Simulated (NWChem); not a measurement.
System: hydrogen fluoride (HF); SMILES F

NWChem input:

```
start job
memory heap 200 mb stack 900 mb global 1100 mb
geometry units angstroms noautoz
  F      0.000000     0.000000     0.087132
  H      0.000000     0.000000    -0.833067
end
basis spherical
  * library sto-3g
end
dft
  xc b3lyp
  iterations 150
  mulliken
end
task dft energy
```

NWChem printed, in part:

```
             Northwest Computational Chemistry Package (NWChem) 7.3.0
             --------------------------------------------------------

 ORDER OF PRIMARY AXIS IS BEING SET TO 4
 C4V symmetry detected

                             Geometry "geometry" -> ""
                             -------------------------

 Output coordinates in angstroms (scale by  1.889725989 to convert to a.u.)

  No.       Tag          Charge          X              Y              Z
 ---- ---------------- ---------- -------------- -------------- --------------
    1 F                    9.0000     0.00000000     0.00000000     0.09201990
    2 H                    1.0000     0.00000000     0.00000000    -0.82817910

 Effective nuclear repulsion energy (a.u.)       5.1756144497

      Symmetry information
      --------------------

 Group name             C4v
 Group number             18
 Group order               8
 No. of unique centers     2

                                 NWChem DFT Module
                                 -----------------

 Summary of "ao basis" -> "ao basis" (spherical)
 ------------------------------------------------------------------------------
       Tag                 Description            Shells   Functions and Types
 ---------------- ------------------------------  ------  ---------------------
 F                           sto-3g                  3        5   2s1p
 H                           sto-3g                  1        1   1s

      Symmetry analysis of basis
      --------------------------

        a1          4
        a2          0
        b1          0
        b2          0
        e           2

            General Information
            -------------------
          SCF calculation type: DFT
          Wavefunction type:  closed shell.
          No. of atoms     :     2
          No. of electrons :    10
           Alpha electrons :     5
            Beta electrons :     5
          Charge           :     0
          Spin multiplicity:     1
          Use of symmetry is: on ; symmetry adaption is: on
          Maximum number of iterations: 150
          AO basis - number of functions:     6
                     number of shells:     4
          Convergence on energy requested:  1.00D-06
          Convergence on density requested:  1.00D-05
          Convergence on gradient requested:  5.00D-04

              XC Information
              --------------
                         B3LYP Method XC Potential
                     Hartree-Fock (Exact) Exchange  0.200
                        Slater Exchange Functional  0.800 local
                    Becke 1988 Exchange Functional  0.720 non-local
              Lee-Yang-Parr Correlation Functional  0.810
                  VWN I RPA Correlation Functional  0.190 local

             Grid Information
             ----------------
          Grid used for XC integration:  medium
          Radial quadrature: Mura-Knowles
          Angular quadrature: Lebedev.
          Tag              B.-S. Rad. Rad. Pts. Rad. Cut. Ang. Pts.
          ---              ---------- --------- --------- ---------
          F                   0.50       49           4.0       434
          H                   0.35       45           4.0       434
          Grid pruning is: on
          Number of quadrature shells:    94
          Spatial weights used:  Erf1

      Superposition of Atomic Density Guess
      -------------------------------------

 Sum of atomic energies:         -98.46802305

      Non-variational initial energy
      ------------------------------

 Total energy =     -98.354667
 1-e energy   =    -149.219181
 2-e energy   =      45.688900
 HOMO         =      -0.404935
 LUMO         =       0.496507

      Symmetry analysis of molecular orbitals - initial
      -------------------------------------------------

  Numbering of irreducible representations:

     1 a1          2 a2          3 b1          4 b2          5 e

  Orbital symmetries:

     1 a1          2 a1          3 a1          4 e           5 e
     6 a1

     ---------------------------------------------
      Total Density - Mulliken Population Analysis
     ---------------------------------------------

    Atom       Charge   Shell Charges
 -----------   ------   -------------------------------------------------------
    1 F    9     9.47   2.00  1.92  5.55
    2 H    1     0.53   0.53

   convergence    iter        energy       DeltaE   RMS-Dens  Diis-err
 ---------------- ----- ----------------- --------- --------- ---------
 d= 0,ls=0.0,diis     1    -98.8714171652 -1.04D+02  1.48D-01  2.15D-01
 d= 0,ls=0.0,diis     2    -98.9073122285 -3.59D-02  4.90D-02  6.25D-02
 d= 0,ls=0.0,diis     3    -98.9198031984 -1.25D-02  9.05D-04  2.08D-05
 d= 0,ls=0.0,diis     4    -98.9198075076 -4.31D-06  4.23D-06  4.54D-10
 d= 0,ls=0.0,diis     5    -98.9198075077 -9.06D-11  3.74D-08  4.34D-14

         Total DFT energy =      -98.919807507735
      One electron energy =     -149.680505326259
           Coulomb energy =       56.573891804804
    Exchange-Corr. energy =      -10.988808435978
 Nuclear repulsion energy =        5.175614449698

 Numeric. integr. density =        9.999999611733

                  Occupations of the irreducible representations
                  ----------------------------------------------

                     irrep           alpha         beta
                     --------     --------     --------
                     a1                3.0          3.0
                     a2                0.0          0.0
                     b1                0.0          0.0
                     b2                0.0          0.0
                     e                 2.0          2.0

                       DFT Final Molecular Orbital Analysis
                       ------------------------------------

 Vector    3  Occ=2.000000D+00  E=-3.657903D-01  Symmetry=a1
              MO Center=  1.8D-17,  7.4D-18, -5.9D-02, r^2= 6.3D-01
   Bfn.  Coefficient  Atom+Function         Bfn.  Coefficient  Atom+Function
  ----- ------------  ---------------      ----- ------------  ---------------
     5      0.684438  1 F  pz                 6     -0.518625  2 H  s
     2      0.511529  1 F  s                  1     -0.103439  1 F  s

 Vector    4  Occ=2.000000D+00  E=-1.762039D-01  Symmetry=e
              MO Center=  6.2D-19, -4.8D-18,  9.2D-02, r^2= 3.2D-01
   Bfn.  Coefficient  Atom+Function         Bfn.  Coefficient  Atom+Function
  ----- ------------  ---------------      ----- ------------  ---------------
     4      0.991567  1 F  py                 3     -0.129592  1 F  px

 Vector    5  Occ=2.000000D+00  E=-1.762039D-01  Symmetry=e
              MO Center= -1.8D-17, -2.3D-18,  9.2D-02, r^2= 3.2D-01
   Bfn.  Coefficient  Atom+Function         Bfn.  Coefficient  Atom+Function
  ----- ------------  ---------------      ----- ------------  ---------------
     3      0.991567  1 F  px                 4      0.129592  1 F  py

 Vector    6  Occ=0.000000D+00  E= 3.695139D-01  Symmetry=a1
              MO Center= -2.8D-19, -3.1D-19, -5.8D-01, r^2= 7.3D-01
   Bfn.  Coefficient  Atom+Function         Bfn.  Coefficient  Atom+Function
  ----- ------------  ---------------      ----- ------------  ---------------
     6      1.082966  2 H  s                  5      0.830076  1 F  pz
     2     -0.547289  1 F  s                  1      0.083355  1 F  s

     ---------------------------------------------
      Total Density - Mulliken Population Analysis
     ---------------------------------------------

    Atom       Charge   Shell Charges
 -----------   ------   -------------------------------------------------------
    1 F    9     9.20   2.00  1.95  5.25
    2 H    1     0.80   0.80

     -------------------------------------------
      Total Density - Lowdin Population Analysis
     -------------------------------------------

    Atom       Charge   Shell Charges
 -----------   ------   -------------------------------------------------------
    1 F    9     9.14   2.00  1.88  5.26
    2 H    1     0.86   0.86

     Multipole analysis of the density
     ---------------------------------

     L   x y z        total         alpha         beta         nuclear
     -   - - -        -----         -----         ----         -------
     0   0 0 0     -0.000000     -5.000000     -5.000000     10.000000

     1   1 0 0      0.000000      0.000000      0.000000      0.000000
     1   0 1 0      0.000000      0.000000      0.000000      0.000000
     1   0 0 1     -0.473052     -0.236526     -0.236526      0.000000

     2   2 0 0     -3.444402     -1.722201     -1.722201      0.000000
     2   1 1 0      0.000000      0.000000      0.000000      0.000000
     2   1 0 1      0.000000      0.000000      0.000000      0.000000
     2   0 2 0     -3.444402     -1.722201     -1.722201      0.000000
     2   0 1 1      0.000000      0.000000      0.000000      0.000000
     2   0 0 2     -2.635388     -2.678430     -2.678430      2.721471
```

Level: B3LYP/STO-3G. All runs use the structure optimised with PBE0/def2-SVP. B3LYP is NWChem's, with the RPA form of VWN correlation.
